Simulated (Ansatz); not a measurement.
**Dimethyl sulfoxide (C2H6OS): vertical ionisation energy**

An exercise on one series of results from a longer session: the logs are not shown, and one member is left open.

The runs use Ansatz 0.2.0, Gaussian basis; unrestricted cation, the program's frozen cores in correlated methods.

Levels to be run: UKS PBE-D4/def2-TZVPP; UKS r2SCAN-D4/def2-TZVPP; UKS PBE0-D4/def2-TZVPP; UKS B3LYP-D4/def2-TZVPP; UKS wB97X-V/def2-TZVPP; UKS wB97M-V/def2-TZVPP; UKS B2PLYP/def2-TZVPP; UHF-CCSD(T)/def2-TZVPP; UHF-MP2/def2-QZVPP; extrapolation to the limit; then −ε(HOMO) from the neutral's earlier runs with LDA (SPW92), PBE-D4, revPBE-D4, BLYP-D4, r2SCAN-D4, B97M-V, PBE0-D4, B3LYP-D4, r2SCANh-D4, r2SCAN0-D4, HSE06-D4, BHLYP-D4, CAM-B3LYP-D4, LC-ωPBE, ωB97X-V, ωB97M-V.

## The relaxed structure

The geometry comes from an earlier relaxation with PBE0-D4 in a triple-zeta def2 set; it is a stationary point, not always the lowest conformer.

SMILES `CS(C)=O`, 10 atoms, charge 0, spin multiplicity 1.

Atoms are counted from 1 here; the program's logs count them from 0.

Bond lengths: C1–S2 1.799 Å, C1–H5 1.090 Å, C1–H6 1.091 Å, C1–H7 1.091 Å, S2–C3 1.799 Å, S2–O4 1.481 Å, C3–H8 1.091 Å, C3–H9 1.091 Å, C3–H10 1.090 Å. Angles: S2–C1–H5 106.7°, S2–C1–H6 109.1°, S2–C1–H7 110.0°, H5–C1–H6 109.9°, H5–C1–H7 109.8°, H6–C1–H7 111.2°, C1–S2–C3 96.4°, C1–S2–O4 106.7°, C3–S2–O4 106.7°, S2–C3–H8 109.1°, S2–C3–H9 110.0°, S2–C3–H10 106.7°, H8–C3–H9 111.2°, H8–C3–H10 109.9°, H9–C3–H10 109.8°.

The first run:

Contents of in.yaml:

```yaml
crystal:
  periodic: [false, false, false]
  atoms:
    - {symbol: C, position_ang: [-0.530252, 1.019855, -0.710073]}
    - {symbol: S, position_ang: [0.381597, -0.527242, -0.813234]}
    - {symbol: C, position_ang: [0.692755, -0.693378, 0.950616]}
    - {symbol: O, position_ang: [-0.599300, -1.576923, -1.173639]}
    - {symbol: H, position_ang: [-0.864462, 1.254905, -1.720451]}
    - {symbol: H, position_ang: [-1.393316, 0.883025, -0.056093]}
    - {symbol: H, position_ang: [0.122321, 1.813715, -0.342473]}
    - {symbol: H, position_ang: [-0.260533, -0.704493, 1.482032]}
    - {symbol: H, position_ang: [1.328336, 0.123921, 1.295945]}
    - {symbol: H, position_ang: [1.206053, -1.644583, 1.090369]}
basis:
  gaussian: {orbitals: def2-TZVPP}
total_charge: 1
magnetization: {spin_polarized: true, initial_magnetization: 1}
hamiltonian: {xc: pbe, dispersion: d4}
```

Command:

```bash
$ ansatz run in.yaml --threads 2 --pin off --events-out ev --progress --plain --max-ram 22528MiB --backend cpu
```

Steps of the session up to this table: Cation, UKS PBE-D4/def2-TZVPP; Cation, UKS r2SCAN-D4/def2-TZVPP; Cation, UKS PBE0-D4/def2-TZVPP; Cation, UKS B3LYP-D4/def2-TZVPP; Cation, UKS wB97X-V/def2-TZVPP; Cation, UKS wB97M-V/def2-TZVPP; Cation, UKS B2PLYP (frozen core)/def2-TZVPP; Cation, UHF-CCSD(T)/def2-TZVPP; Cation, UHF-MP2/def2-QZVPP.

One of the session's tables, all rows but one given; the rest of the session is left out.

It belongs to the step «Ionisation energies side by side». Orbital estimates, from the neutral's runs:

```
  functional  −ε(HOMO) (eV)
 LDA (SPW92)           5.44
      PBE-D4           5.28
   revPBE-D4           5.22
     BLYP-D4           5.19
   r2SCAN-D4           5.52
      B97M-V           5.63
     PBE0-D4              ?
    B3LYP-D4           6.44
  r2SCANh-D4           6.04
  r2SCAN0-D4           6.82
    HSE06-D4           6.24
    BHLYP-D4           7.95
CAM-B3LYP-D4           8.03
     LC-ωPBE           9.31
     ωB97X-V           9.00
     ωB97M-V           8.93
```

Estimate the missing values for PBE0-D4.

**Answer.** −ε(HOMO) (eV): 6.64. In the column «−ε(HOMO) (eV)» it lies between B3LYP-D4 (6.44) and r2SCAN0-D4 (6.82).
